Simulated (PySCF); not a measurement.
## Broadened absorption spectrum of CS2

CS2.
Z-matrix (Å and degrees, PBE0-D3(BJ)/def2-TZVP geometry), rows numbered from 1:
```
S 
C   1  1.5486
S   2  1.5483  1  179.97
```

Computed with PySCF 2.14.0, density-fitted response routines, TDDFT CAM-B3LYP/aug-cc-pVTZ, vertical, gas phase, core orbitals frozen in the response. Geometry: PBE0-D3(BJ)/def2-TZVP; no solvent, vibrations or thermal averaging.

Computed states:

| state | E (eV) | f |
| --- | --- | --- |
| S1 | 3.81 | 0.0000 |
| S2 | 4.09 | 0.0000 |
| S3 | 4.09 | 0.0000 |
| S4 | 6.60 | 1.051 |
| S5 | 6.81 | 0.0000 |
| S6 | 6.81 | 0.0000 |
| S7 | 6.99 | 0.0000 |
| S8 | 7.27 | 0.0000 |
| S9 | 7.27 | 0.0000 |

Broadening: Gaussians 0.4 eV wide at half height, area fixed by f = 4.319×10⁻⁹ ∫ε dν̃. The width is an assumption, not a result. The curve ends short of the highest state used, and states not computed would add to its high-energy end.

Question: What does the envelope look like, and where are its maxima?

Answer: 
λ (nm), ε (L mol⁻¹ cm⁻¹) and a bar:
```
    185.8      64309 ##############################
    192.7      44385 #####################
    199.6       5310 ##
    206.5        156 
    213.4          1 
    220.3          0 
    227.2          0 
    234.2          0 
    241.1          0 
    248.0          0 
    254.9          0 
    261.8          0 
    268.7          0 
    275.7          0 
    282.6          0 
    289.5          0 
    296.4          0 
    303.3          0 
    310.2          0 
    317.1          0 
    324.1          0 
    331.0          0 
    337.9          0 
    344.8          0 
    351.7          0 
    358.6          0 
    365.6          0 
    372.5          0 
    379.4          0 
    386.3          0
```

Maxima: 188 nm (6.60 eV), ε about 71000, made up of S4 (100%) (ε in L mol⁻¹ cm⁻¹; maxima over ε = 5, shares over 10%).

Question: Coming from long wavelengths, where does ε first pass 100 L mol⁻¹ cm⁻¹?

Answer: At about 207 nm (5.98 eV), 2.17 eV above S1.

Question: Does any computed singlet lie in the visible range?

Answer: No computed singlet lies in the visible range (380 to 750 nm); the lowest, at 325 nm, stands 0.55 eV above its violet end (3.26 eV); a Tamm–Dancoff triplet lies at 382 nm, without intensity as long as spin–orbit coupling is left out.

Question: On this curve, what absorbance would a 10⁻³ mol/L sample give at 193 nm over a 1 cm path?

Answer: 193 nm is 6.424 eV, where ε is about 42000 L mol⁻¹ cm⁻¹, so A = ε c l ≈ 42 (Beer–Lambert, with the gas-phase spectrum and the assumed width).
